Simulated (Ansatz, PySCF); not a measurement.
Species: CHO (charge +1, singlet). 
Structure (B3LYP-D3(BJ)/def2-TZVP (Ansatz, a quantum-chemistry and plane-wave program) minimum search):
```
C
O 1 1.1014
H 1 1.0964 2 180.00
```
Charge +1, spin multiplicity 1.

Total electronic energies in hartree. Valence correlation only, unless marked. Spin-orbit coupling is left out. No relativistic terms. CBS(X,Y): correlation extrapolated as X^-3; Hartree-Fock from the larger set (for Q and 5 zeta extrapolated as (X+1)exp(-9√X)). The bracket is a focal-point correction in the basis named.

```
level                                                                 program  energy (Eh)
-------------------------------------------------------------  --------------  -----------
HF/def2-SVP                                                            Ansatz   -112.87566
HF-D3(BJ)/def2-TZVPD                                            PySCF + dftd3   -113.02381
BLYP-D4/def2-TZVPD                                             Ansatz + dftd4   -113.58507
revPBE/def2-TZVPD                                                      Ansatz   -113.56979
BHLYP/def2-TZVPD                                                       Ansatz   -113.53632
HSE06-D4/def2-TZVPD                                            Ansatz + dftd4   -113.46179
MP2/6-31G*                                                             Ansatz   -113.25644
MP2/def2-SVP                                                           Ansatz   -113.17534
SCS-MP2/cc-pV5Z                                                        Ansatz   -113.41742
CCSD/aug-cc-pVTZ                                                       Ansatz   -113.37983
CCSD(T)/def2-QZVPPD                                                    Ansatz   -113.42366
RI-MP2/CBS(aug-cc-pVTZ,aug-cc-pVQZ)+[CCSD(T)-MP2]/aug-cc-pVTZ          Ansatz    -113.4439
RI-MP2/CBS(cc-pVTZ,cc-pVQZ)+[CCSD(T)-MP2]/cc-pVQZ                      Ansatz    -113.4413
CCSD(T)/CBS(def2-TZVPP,def2-QZVPP)                                     Ansatz    -113.4404
CCSD(T)/CBS(cc-pVQZ,cc-pV5Z)                                           Ansatz    -113.4416
```

Totals of different functionals don't rank their quality; only differences between species are comparable.
